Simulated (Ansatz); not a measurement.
Mulliken charges of FH₃Si, SMILES `F[SiH3]` from ωB97M-V/def2-TZVPP in Ansatz (PBE0-D4/def2-TZVP geometry).

```
atom   x (Å)   y (Å)   z (Å)  charge (e)
  F1  -1.275   0.163   0.858      -0.322
 Si2   0.043  -0.019  -0.031       0.436
  H3  -0.368  -0.193  -1.444      -0.038
  H4   0.769  -1.218   0.452      -0.038
  H5   0.880   1.193   0.123      -0.038
```

Q: By hand: the dipole of these point charges (1 e Å = 4.8032 D).

A: Σ q r = (0.381, -0.052, -0.257) e Å, of length 0.463 e Å = 2.22 D.

Q: How does the dipole of the full density compare? (Estimate.)

A: The calculation gave: (0.213, -0.029, -0.144) e Å, 1.24 D; the point charges give 1.79 times that, at 0° from its direction.

Point charges leave out the atoms' own dipoles, such as those of lone pairs, and Mulliken's split depends on the basis, so the two needn't agree.
